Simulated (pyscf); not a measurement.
Four-centre exchange: HO–Hf(Cl)(Cl)–Cl + NH₃ → H₂O + H₂N–Hf(Cl)(Cl)–Cl

Gas phase, singlet surface, charge 0. Bonds broken: O1–Hf2, N7–H8. Bonds formed: O1–H8, Hf2–N7. Structures and frequencies: ωB97X-D3(BJ)/def2-SVP in PySCF.

Transition state (Å):

```xyz
10

O     -0.1511     1.7488     0.1138
Hf    -1.1902    -0.1759    -0.0144
Cl    -1.5851    -2.2669    -1.0296
Cl    -2.8766     1.0211    -1.1616
Cl    -1.5487    -0.5474     2.2662
H     -0.3559     2.6290    -0.2207
N      0.9189    -0.2526    -0.5349
H      0.6857     1.1435    -0.3007
H      1.1630    -0.6089    -1.4600
H      1.5563    -0.7029     0.1253
```

One imaginary mode, 785i cm⁻¹; descent along it reached the two sides named, in the forms told below.

```csv
bond,change,reactant side (Å),saddle,product side
O1–Hf2,breaks,1.930,2.191,2.357
N7–H8,breaks,1.022,1.435,3.5
O1–H8,forms,2.6,1.113,0.970
Hf2–N7,forms,2.411,2.174,2.004
```

Electronic energies relative to the separated reactants (kcal/mol):

| level | barrier | reaction energy | reverse barrier |
|---|---|---|---|
| ωB97X-D3(BJ)/def2-TZVP | 6.4 | +16.4 | -10.0 |
| PBE/def2-TZVP | 8.5 | +16.7 | -8.2 |
| r²SCAN/def2-TZVP | 7.3 | +17.4 | -10.1 |
| B3LYP-D3(BJ)/def2-TZVP | 8.8 | +16.8 | -8.0 |
| PBE0-D3(BJ)/def2-TZVP | 6.5 | +16.1 | -9.6 |
| M06-2X/def2-TZVP | 6.0 | +15.8 | -9.8 |
| ωB97M-D3(BJ)/def2-TZVP | 9.2 | +17.2 | -8.0 |
| HF/def2-TZVP | 21.1 | +18.4 | 2.7 |

With ωB97M-D3(BJ)/def2-TZVP energies and thermal terms (ideal gas, 1 atm, RRHO with modes under 100 cm⁻¹ raised to 100, one conformer, R ln 2 for rigid chiral ones), in kcal/mol:

| T (K) | ΔH‡ | ΔG‡ | ΔH | ΔG |
|---|---|---|---|---|
| 298 | 7.7 | 18.7 | +16.6 | +15.6 |
| 600 | 8.0 | 29.7 | +16.8 | +14.4 |
| 900 | 8.7 | 40.4 | +17.0 | +13.2 |
| 1200 | 9.5 | 50.9 | +17.1 | +11.9 |

On the reactant side the descent ends in an adduct with a Hf–N contact (not fully relaxed), 26.3 kcal/mol under the separated species and 32.6 kcal/mol under the saddle at ωB97X-D3(BJ)/def2-TZVP. On the product side the descent ends in an adduct with a Hf–O contact, 21.1 kcal/mol under the separated species and 11.1 kcal/mol under the saddle at ωB97X-D3(BJ)/def2-TZVP. At ωB97X-D3(BJ), PBE, r²SCAN, B3LYP-D3(BJ), PBE0-D3(BJ), M06-2X, ωB97M-D3(BJ) the saddle lies under the separated products, which points to a path from their complex (located at ωB97X-D3(BJ) alone), and parting the products costs more than the saddle. What is counted as formed (Hf–N) is already present as a longer contact in the reactant adduct; forming that adduct is a step of its own. What is counted as broken (Hf–O) persists as a longer contact in the product adduct; parting that adduct is a step of its own. One saddle was located; it need not be the lowest between these sides. Elements past Kr carry the def2 core potentials, without spin-orbit coupling.
